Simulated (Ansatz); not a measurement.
Born–Oppenheimer molecular dynamics of FH3Si (5 atoms, charge 0, multiplicity 1). It starts at the highest image of a converged band, a first-order saddle point between two minima.

The calculation used RKS PBE0/def2-TZVP in Ansatz.

```json
{
  "ensemble": "NVE (velocity Verlet)",
  "time step": "0.5 fs",
  "steps asked": "200",
  "starting velocities drawn for": "100 K",
  "seed": "10525"
}
```

First frame:

```xyz
5
Properties=species:S:1:pos:R:3
Si 0.251 0.013 -0.438
H 0.591 -0.215 1.187
H 1.496 0.109 0.409
F -0.634 1.353 -0.341
H -0.559 -1.154 -0.007
```

Problem. How far do the bonds stretch over the last three quarters of this one trajectory? (Pairs bonded in most of those frames.)

Solution. 
| bond | mean (Å) | spread (Å) | shortest | longest |
| --- | --- | --- | --- | --- |
| Si1–H2 | 1.541 | 0.091 | 1.36 | 1.70 |
| Si1–H3 | 1.566 | 0.143 | 1.30 | 1.80 |
| Si1–F4 | 1.611 | 0.021 | 1.58 | 1.66 |
| Si1–H5 | 1.521 | 0.065 | 1.37 | 1.66 |

Pairs bonded in part of these frames only: Si1–H3 93 %.

Mean temperature of the second half: 3531 K. The conserved energy stayed within 1.1 meV per atom of its start (net change -0.41 meV per atom), so the integration is sound. The kinetic energy rose, since the run started high on the potential surface and went downhill. A run of 0.1 ps of so small a system gives no equilibrium averages. The orbitals stay closed-shell, which can raise the energy where a bond breaks towards radicals; this wasn't checked here.

The run took 2.1 min on 2 threads of Arm Neoverse V2, on a shared host, peak memory 0.12 GiB.
